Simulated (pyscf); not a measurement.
Optimised with ωB97X-D3(BJ)/def2-SVP in PySCF. MP2 and CC: frozen core, UHF for open shells. ΔMP2 is the change of the MP2 total energy from the triple- to the quadruple-zeta basis.

Task: List the bond dissociation enthalpies at 298 K of Li–CH₃ from CCSD(T)/def2-TZVPP + ΔMP2(QZVPP), from the weakest bond up.

Result: C–Li to Li• + CH₃•: 197.7 kJ/mol; C–H to Li–CH₂• + H•: 402.2 kJ/mol. Ring and multiple bonds, and those that leave no two simple radicals, are not listed. The radicals are drawn with the spin at the cut bond; how far it spreads was not checked. Other isomers of Li–CH₂• were not searched in full and may lie lower. The CCSD(T) − MP2 part came from Ansatz, without density fitting, on the same reference. The frozen core leaves the outer d or s,p core shells of the metals and heavy elements correlated in the MP2 and CC values, and def2-TZVPP describes them poorly, which can shift differences by a few kcal/mol.
